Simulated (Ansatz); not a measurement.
The same path of CH5Al + H (8 atoms, charge 0, multiplicity 2) was run twice with different band settings. Lost on the way: Al1–H2. Made: H2–H8.

These are results of UKS PBE0/def2-SVP in Ansatz 0.2.0, not measurements.

Relaxed end points:

```xyz
8
Properties=species:S:1:pos:R:3
Al -0.008 0.016 -0.267
H -0.105 -0.002 1.324
C 1.733 0.021 -1.160
H 2.082 -1.019 -1.294
H 1.699 0.473 -2.164
H 2.508 0.537 -0.571
H -1.355 -0.002 -1.121
H -0.119 -0.023 4.559
```

```xyz
8
Properties=species:S:1:pos:R:3
Al -0.101 0.077 -0.619
H -0.167 0.108 3.228
C 1.752 0.023 -1.287
H 1.979 -0.996 -1.648
H 1.851 0.698 -2.156
H 2.513 0.302 -0.544
H -1.288 -0.264 -1.656
H -0.103 0.052 3.986
```

Common settings: movable images 5; climbing image yes; spring 5.0 eV/Å²; optimiser quadratic models (default); force threshold 0.05 eV/Å; iteration limit 60; end points relaxed.

| run | start path |
| --- | --- |
| 1 | through a guess of the saddle point |
| 2 | straight line |

(1) What does each run give, and how far can it be trusted?

Answers

(1) Run 1: converged after 7 iterations, highest image 0.042 eV above the first end. A vibrational analysis at the climbing image gives one clearly imaginary mode, 373i cm⁻¹, and a faint second one (23i cm⁻¹) that may be numerical noise or a soft torsion: probably a first-order saddle point.
Run 2: converged after 28 iterations, highest image 0.042 eV above the first end. Another band between the same ends (5 images) ends at a top of the same energy, where a vibrational analysis finds 1 clearly imaginary mode.
